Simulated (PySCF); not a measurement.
## Atomic charges by several schemes

Cyanoacetylene, C3HN.
SMILES with atom numbers: `[CH:1]#[C:2][C:3]#[N:4]` (hydrogens: H5 on C1)

Cartesian coordinates in Å at the GFN2-xTB level; atoms count from 1:
```
atom  x, y, z in Å
C1    -1.2745   -0.1733   -0.0006
C2    -0.0816   -0.0110    0.0189
C3     1.2713    0.1722    0.0438
N4     2.4085    0.3275    0.0654
H5    -2.3151   -0.3126   -0.0159
```

Density: PBE0/pcSseg-1 (PySCF); schemes: Mulliken, IAO, Hirshfeld and ESP-fitted. Isolated species at its GFN2-xTB geometry, gas phase.

Problem. For which atoms does the sign change between the 4 schemes (beyond +0.03 e in one, beyond −0.03 e in another)?

Solution. C2 and C3.

Problem. Do the Mulliken, IAO, Hirshfeld and ESP-fitted schemes agree on where the charge is lowest?

Solution. All schemes agree: Mulliken N4 (-0.210); IAO N4 (-0.191); Hirshfeld N4 (-0.173); ESP-fitted N4 (-0.434).

Problem. Do the Mulliken, IAO, Hirshfeld and ESP-fitted schemes agree on where the charge is highest?

Solution. The schemes don't all agree: Mulliken C2 (+0.315); IAO H5 (+0.224); Hirshfeld H5 (+0.117); ESP-fitted C3 (+0.516).

Problem. Give the atomic charges in each scheme.

Solution. In e:

```csv
atom,environment,Mulliken,IAO,Hirshfeld,ESP-fitted
C1,terminal alkyne carbon,-0.144,-0.127,-0.023,-0.209
C2,alkyne carbon,+0.315,-0.052,-0.015,-0.168
C3,nitrile carbon,-0.043,+0.146,+0.094,+0.516
N4,nitrile nitrogen,-0.210,-0.191,-0.173,-0.434
H5,alkyne hydrogen,+0.082,+0.224,+0.117,+0.295
```

Mean size of the charges over all atoms: ESP-fitted 0.325 e, Mulliken 0.159 e, IAO 0.148 e, Hirshfeld 0.085 e. Each set sums to the total charge, 0, to within 0.001 e. The ESP scheme is a least-squares fit of atom-centred charges to the potential on four shells outside the van der Waals surface, with the total charge fixed. The IAO scheme counts the electrons in orthogonalised intrinsic atomic orbitals, a minimal basis polarised so that it spans the occupied orbitals exactly.

Problem. Sum the charges by element, for elements with more than one atom.

Solution. 
```
element  atoms  Mulliken     IAO  Hirshfeld  ESP-fitted
      C      3    +0.128  -0.034     +0.056      +0.138
```

Problem. How closely do the schemes follow one another over all atoms?

Solution. Correlation coefficient and root-mean-square difference: IAO with Hirshfeld 0.93, 0.073 e; IAO with ESP-fitted 0.93, 0.210 e; Hirshfeld with ESP-fitted 0.92, 0.259 e; Mulliken with Hirshfeld 0.42, 0.171 e; Mulliken with IAO 0.36, 0.196 e; Mulliken with ESP-fitted 0.21, 0.360 e.
